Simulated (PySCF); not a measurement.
# UHF/def2-SVP run of C4H7N+ (SMILES [CH2+][CH]/C=N\C)

Aim: the vertical ionisation energy of C4H7N+ at UHF/def2-SVP, from 2 runs. Input form: a Python script.

Program for the calculation: PySCF 2.14.0.

## 1. The molecule

C4H7N+ has 12 atoms, charge +1, and is taken as a doublet. SMILES: `[CH2+][CH]/C=N\C`. The shape is that of a GFN2-xTB optimisation. This is one conformer, not always the lowest.

Bond lengths: C1–C2 1.326 Å, C2–C3 1.464 Å, C3–N4 1.235 Å, N4–C5 1.368 Å, C1–H6 1.078 Å, C1–H7 1.080 Å, C2–H8 1.082 Å, C3–H9 1.091 Å, C5–H10 1.100 Å, C5–H11 1.099 Å, C5–H12 1.096 Å. Some angles: C1–C2–C3 122.1°, C2–C3–N4 127.3°, C3–N4–C5 147.6°, C1–C2–H8 122.7°, C3–C2–H8 115.2°, C2–C1–H6 123.7°, C2–C1–H7 120.4°, C2–C3–H9 115.1°, N4–C3–H9 117.6°, N4–C5–H10 108.7°.

## 2. A single-point energy at UHF/def2-SVP

start.xyz reads:

```xyz
12

C     -2.224570     0.093720     0.941390
C     -1.133230    -0.110390     0.216750
C      0.180400     0.382830     0.633320
N      1.252900     0.253400     0.034010
C      1.911870    -0.223470    -1.066420
H     -2.229200     0.626630     1.878290
H     -3.182020    -0.277070     0.605240
H     -1.145510    -0.650900    -0.720090
H      0.193410     0.919240     1.583080
H      2.909700     0.238370    -1.107130
H      1.405200     0.054490    -2.001490
H      2.061040    -1.306860    -0.996940
```

job.py reads:

```python
from pyscf import gto

system = gto.M(
    atom='start.xyz',
    charge=1,
    verbose=3,
    basis='def2-svp',
    max_memory=1860,
    spin=1,
)

mf = system.UHF()
mf.conv_tol = 1e-10
mf.kernel()
if not mf.converged:
    mf = mf.newton().run(mf.mo_coeff, mf.mo_occ)

e_tot = mf.e_tot
print(f'total energy: {e_tot:.8f} hartree')
```

Command:

```
$ OMP_NUM_THREADS=1 python job.py
```

Log:

```text
converged SCF energy = -209.525781886687  <S^2> = 1.0198152  2S+1 = 2.2537216
total energy: -209.52578189 hartree
```

It took 5.7 s on 1 thread of Arm Neoverse V1, shared host; peak memory 0.24 GiB.

## 3. Singlet [C4H7N]2+, same level

input.py reads:

```python
from pyscf import gto, scf

molecule = gto.Mole()
molecule.atom = '''
C     -4.203828     0.177105     1.778969
C     -2.141494    -0.208607     0.409598
C      0.340907     0.723444     1.196801
N      2.367638     0.478857     0.064270
C      3.612911    -0.422297    -2.015242
H     -4.212577     1.184159     3.549454
H     -6.013146    -0.523586     1.143738
H     -2.164700    -1.230023    -1.360773
H      0.365492     1.737112     2.991588
H      5.498536     0.450454    -2.092172
H      2.655443     0.102971    -3.782268
H      3.894801    -2.469607    -1.883944
'''
molecule.unit = 'bohr'
molecule.verbose = 3
molecule.charge = 2
molecule.basis = 'def2-svp'
molecule.max_memory = 1860
molecule.build()

mf = scf.RHF(molecule)
mf.conv_tol = 1e-10
mf.kernel()
if not mf.converged:
    mf = mf.newton().run(mf.mo_coeff, mf.mo_occ)

energy = mf.e_tot
print('Final energy', energy)
```

Command:

```
$ OMP_NUM_THREADS=1 python input.py
```

Log:

```text
converged SCF energy = -208.904479714205
Final energy -208.90447971420474
```

Run time: 3.3 s. Hardware: 1 thread of Arm Neoverse V1, shared host; peak memory 0.22 GiB.

## 4. Outcome

Level: UHF/def2-SVP.

| quantity | value |
| --- | --- |
| doublet C4H7N+: total energy | -209.52578 Eh |
| doublet C4H7N+: HOMO energy (highest over α and β) | -15.69 eV |
| doublet C4H7N+: LUMO energy (lowest over α and β) | -4.28 eV |
| doublet C4H7N+: ⟨S²⟩ | 1.020 |
| singlet [C4H7N]2+: total energy | -208.90448 Eh |
| singlet [C4H7N]2+: HOMO energy | -21.80 eV |
| singlet [C4H7N]2+: LUMO energy | -14.25 eV |
| singlet [C4H7N]2+: HOMO–LUMO gap | 7.55 eV |
| vertical ionisation energy (to the singlet dication) | 16.906 eV |

What this shows: Removing an electron at fixed nuclei costs 16.91 eV (390 kcal/mol). Only the singlet of the ionised species was computed; a triplet could lie lower. ⟨S²⟩ (doublet C4H7N+) is 1.02 where a pure doublet has 0.75: the reference is spin-contaminated. Mulliken charges (singlet [C4H7N]2+) run from -0.19 on C2 to +0.30 on C3.
